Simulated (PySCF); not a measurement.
Match the calculated data to a structure.

All candidates are C4H5N.

* Rotational structure: rotational constants A, B, C: 12.224, 3.557, 2.803 GHz [GFN2-xTB]
* Couplings: largest of the computed one-bond spin–spin couplings (means over like bonds): 13C–1H +174.8, 13C–1H +165.1, 13C–1H +134.6 (×3), 13C–13C +92.1, 13C–13C +80.9, 13C–13C +42.5, 15N–13C -22.8 Hz [B3LYP/pcJ-1, spin–dipole term left out for some pairs]
* NMR, other nuclei: isotropic shieldings of nuclei other than C and H, by class: -59 (1 N) ppm [GIAO PBE0/pcSseg-1]
* Dipole: 4.24 D [PBE0/pcSseg-1]
* 1H NMR: chemical shifts (computed TMS as zero) by class: 6.81 (1 H), 5.39 (1 H), 2.28 (3 H) ppm [GIAO PBE0/pcSseg-1]
* 13C NMR: chemical shifts (computed TMS as zero) by class: 160.9 (1 C), 120.5 (1 C), 106.6 (1 C), 21.8 (1 C) ppm [GIAO PBE0/pcSseg-1]

The electronic properties come from PySCF, for the isolated species, density fitting. Levels stand in brackets. Isolated species at its GFN2-xTB geometry, gas phase. Each NMR value is the plain mean over a class of atoms that symmetry, rotation or inversion makes alike.

Problem. Which candidate is it?
A. `C/C=C\C#N`
B. `C#C/C=N/C`
C. `C=C(C)C#N`

Solution. A. It is `C/C=C\C#N`. Numbering: `[CH3:1]/[CH:2]=[CH:3]\[C:4]#[N:5]`. Its formula, C4H5N, gives 3 degrees of unsaturation: 0 rings and 3 π bonds in the structure found. 4 carbons fall into 4 classes; from least to most shielded: alkene CH carbon [C2] (160.9 ppm), nitrile carbon [C4] (120.5 ppm), alkene CH carbon [C3] (106.6 ppm), allylic carbon [C1] (21.8 ppm). Hydrogen classes from least to most shielded: 1 H on an alkene CH carbon, C2 (6.81 ppm), 1 H on an alkene CH carbon, C3 (5.39 ppm), 3 H on an allylic carbon, C1 (2.28 ppm, a mean of values up to 0.8 ppm apart in this geometry). The other shieldings belong to: -59 ppm, nitrile nitrogen [N5]. The couplings run between: +174.8 Hz, alkene CH carbon [C3] and its hydrogen; +165.1 Hz, alkene CH carbon [C2] and its hydrogen; +134.6 Hz, allylic carbon [C1] and its hydrogen (with 2 like pairs); +92.1 Hz, alkene CH carbon [C3] and nitrile carbon [C4]; +80.9 Hz, alkene CH carbon [C2] and alkene CH carbon [C3]; +42.5 Hz, allylic carbon [C1] and alkene CH carbon [C2]; -22.8 Hz, nitrile nitrogen [N5] and nitrile carbon [C4]. The optimised geometry has point group Cs and is an asymmetric top.

The others, at the same levels:
- `C#C/C=N/C` fails: its computed 13C shifts are 146.7 (1 C), 87.2 (1 C), 86.2 (1 C), 52.4 (1 C) ppm, 1H shifts are 7.65 (1 H), 3.84 (3 H), 2.59 (1 H) ppm and rotational constant A is 46.070 GHz (against 12.224 GHz).
- `C=C(C)C#N` fails: its computed 13C shifts are 139.2 (1 C), 126.7 (1 C), 123.8 (1 C), 24.9 (1 C) ppm, 1H shifts are 6.15 (1 H), 6.06 (1 H), 2.08 (3 H) ppm and rotational constant A is 9.380 GHz (against 12.224 GHz).
